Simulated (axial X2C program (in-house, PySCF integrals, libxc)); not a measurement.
Nuclear properties of BCl

Calculated with an axial X2C code built on PySCF integrals: two-component X2C with atomic mean-field Coulomb and Gaunt terms, Gaussian nuclei, basis Cl dyall-av3z, B dyall-v3z with contracted cores.

R = 1.724 Å (near the PBE0 minimum at charge 0 of the determinant lowest at the starting distance; the state shown can have its own minimum elsewhere).

Determinant lowest in the PBE0 search, Ω = 0 (closed shell), highest spinor 41% B s, 34% B p, 12% Cl p:

```json
{"level": "PBE0", "qzz Cl (a.u.)": "0.88", "qzz B (a.u.)": "-0.46", "μ (D)": "-1.54"}
{"level": "HF", "qzz Cl (a.u.)": "1.09", "qzz B (a.u.)": "-0.50", "μ (D)": "-1.38"}
{"level": "PBE50", "qzz Cl (a.u.)": "0.97", "qzz B (a.u.)": "-0.48", "μ (D)": "-1.46"}
{"level": "B3LYP", "qzz Cl (a.u.)": "0.91", "qzz B (a.u.)": "-0.48", "μ (D)": "-1.55"}
{"level": "r2SCAN", "qzz Cl (a.u.)": "0.81", "qzz B (a.u.)": "-0.46", "μ (D)": "-1.65"}
```

Determinant 2.19 eV from it at PBE0 and this distance, Ω = 2 (⟨Sz⟩ = 1.00, ⟨Lz⟩ = 1.00 at PBE0), spin on the atoms Cl 0.04, B 0.96:

```tsv
level	Eeff magnitude (GV/cm)	Ws magnitude Cl (kHz)	Ws magnitude B (kHz)	A∥/gI Cl (MHz)	qzz Cl (a.u.)	A∥/gI B (MHz)	qzz B (a.u.)	μ (D)
PBE0	0.081	0.0143	0.00177	85.8	2.21	217	-0.03	0.17
HF	0.0684	0.0117	0.00181	71.8	2.27	228	-0.07	0.59
PBE50	0.083	0.0147	0.00179	81.1	2.27	220	-0.04	0.34
B3LYP	0.0848	0.015	0.00186	85.9	2.23	224	-0.03	0.15
r2SCAN	0.0922	0.0165	0.00172	97.9	2.06	227	-0.03	0.11
```

Eeff is the effective electric field on the electron electric dipole moment in this Ω state and Ws the scalar–pseudoscalar constant of the nucleus named (defined with the proton number Z and per Ω); A∥ (defined per Ω) follows by multiplying with gI = μI/(I μN); qzz is the electric field gradient, eQq0 = 234.96 MHz × Q/barn × qzz; μ is positive if the B end (last atom) is positive. The operators were transformed with the bare-nucleus X2C matrices; with these basis sets, hyperfine constants and field gradients can be off by tens of per cent, and where levels differ in sign neither size nor sign is settled.

Task: With Q(35Cl) = -0.08112 barn, Q(11B) = 0.04059 barn (Q from Pyykkö, Mol. Phys. 2018), turn the PBE0 values of the first state into constants in MHz.

Result: eQq0(35Cl) = 234.96 × (-0.08112) × (0.88) = -16.8 MHz; eQq0(11B) = 234.96 × (0.04059) × (-0.46) = -4.39 MHz.

Each state is one determinant with collinear spin, which with several unpaired electrons need not be a pure state. Unrestricted Hartree–Fock can overshoot spin polarisation at the nuclei. With several open shells hyperfine constants can be off by a factor of several. Open-shell Ω = 0 determinants with evenly filled partner blocks cannot be reached by this program, so the Ω shown need not be the lowest component. The search compared states at one distance, so a state with another bond length can lie lower. PBE0 term energies can be off by some tenths of an eV.
